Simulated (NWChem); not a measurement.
Species: tetrafluoroethylene (C2F4); SMILES FC(F)=C(F)F

All runs: NWChem. Pople sets run with spherical d functions. Structure relaxed at the PBE0/def2-SVP level. Total energies compare along this basis series because the functional is fixed.

```tsv
level	basis functions	energy (Ha)	highest occupied level (eV)	orbital gap (eV)
B3LYP/STO-3G	30	-468.7354	-2.75	7.01
B3LYP/3-21G	54	-472.9137	-6.67	7.50
B3LYP/6-31G*	84	-475.4938	-6.72	7.71
B3LYP/6-31+G*	108	-475.5308	-7.40	7.24
B3LYP/def2-SVP	84	-475.1494	-7.06	7.70
B3LYP/def2-SVPD	132	-475.1871	-7.50	7.52
B3LYP/def2-TZVP	186	-475.7288	-7.28	7.76
B3LYP/6-311++G**	132	-475.6653	-7.51	7.31
B3LYP/aug-cc-pVTZ	276	-475.7110	-7.36	(withheld)
```

Q: Complete the blanks.

A: 
- B3LYP/aug-cc-pVTZ, orbital gap (eV): 7.12
